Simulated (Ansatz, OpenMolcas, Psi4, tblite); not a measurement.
**How methods differ on Si2H6O (disiloxane)**

The species is Si2H6O (9 atoms), meant as a singlet with charge 0. As SMILES, `[SiH3]O[SiH3]`. The shape is that of a PBE0-D4/def2-TZVP optimisation.

Quantity: the HOMO–LUMO gap, in eV. The values are calculated.

```csv
level,kind,program,value (eV),CPU time
GFN1-xTB,semi-empirical,tblite,7.04,under 2 s
IPEA1-xTB,semi-empirical,tblite,5.58,under 2 s
HF/cc-pVDZ,Hartree–Fock,OpenMolcas,15.75,5.2 s
SVWN5/cc-pVDZ,LDA,Ansatz,6.19,4.2 s
BLYP/cc-pVDZ,GGA,OpenMolcas,6.49,29 s
M06-L/cc-pVDZ,meta-GGA,OpenMolcas,7.48,41 s
B3LYP/cc-pVDZ,global hybrid,Ansatz,8.36,7.2 s
wB97M-V/cc-pVDZ,range-separated hybrid,Ansatz,12.92,55 s
DSD-PBEP86/cc-pVDZ (density fitting for correlation),double hybrid,Psi4,13.12,33 s
```

The values span 5.58 to 15.75 eV. Orbital gaps aren't excitation energies, and those of double hybrids come from the SCF part alone; they tend to grow with the share of exact exchange. Times are those of the runs behind each value, whatever else they computed, on shared processors of several kinds: orders of magnitude only.
